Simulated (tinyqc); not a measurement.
Inside a calculation. Method: extended Hueckel theory, for SiH3+. The parameters take no account of the charge, which enters only through the electron count. One step of it, computed by the program tinyqc.

Task: Mulliken analysis. P = C n C^T; charge = valence electrons (H 1, Si 4) minus the sum of (P S)_ii on the atom; overlap population = 2 sum P_ij S_ij between two atoms.

coefficients, order 1Si 3s, 1Si 3px, 1Si 3py, 1Si 3pz, 2H 1s, 3H 1s, 4H 1s:
```
[[0.609374, 0.000000, -0.000017, 0.058371, 0.000000, -0.000590, 1.204362],
 [0.000002, 0.000000, 0.436034, 0.000000, 0.000000, 1.216848, 0.000692],
 [0.000000, 0.436028, 0.000000, 0.000000, 1.216849, 0.000000, 0.000000],
 [-0.002054, 0.000000, -0.000001, 0.997453, 0.000000, 0.000048, -0.097798],
 [0.269914, 0.000000, 0.552422, -0.017917, 0.000000, -0.920274, -0.706390],
 [0.269893, 0.478424, -0.276231, -0.017919, -0.797273, 0.460660, -0.705601],
 [0.269893, -0.478424, -0.276231, -0.017919, 0.797273, 0.460660, -0.705601]]
```

occupations: [2.000000, 2.000000, 2.000000, 0.000000, 0.000000, 0.000000, 0.000000]

overlap S, order 1Si 3s, 1Si 3px, 1Si 3py, 1Si 3pz, 2H 1s, 3H 1s, 4H 1s:
```
[[1.000000, 0.000000, 0.000000, 0.000000, 0.400603, 0.400572, 0.400572],
 [0.000000, 1.000000, 0.000000, 0.000000, 0.508596, -0.254269, -0.254269],
 [0.000000, 0.000000, 1.000000, 0.000000, 0.000000, 0.440442, -0.440442],
 [0.000000, 0.000000, 0.000000, 1.000000, -0.029523, -0.029519, -0.029519],
 [0.400603, 0.508596, 0.000000, -0.029523, 1.000000, 0.033685, 0.033685],
 [0.400572, -0.254269, 0.440442, -0.029519, 0.033685, 1.000000, 0.033676],
 [0.400572, -0.254269, -0.440442, -0.029519, 0.033685, 0.033676, 1.000000]]
```

Give: charges; Overlap populations.

Result:

charges: [1.3664, -0.1221, -0.1221, -0.1221]

Overlap populations:
```
pair      value
2-1    0.753646
3-1    0.753612
3-2   -0.010745
4-1    0.753612
4-2   -0.010745
4-3   -0.010742
```
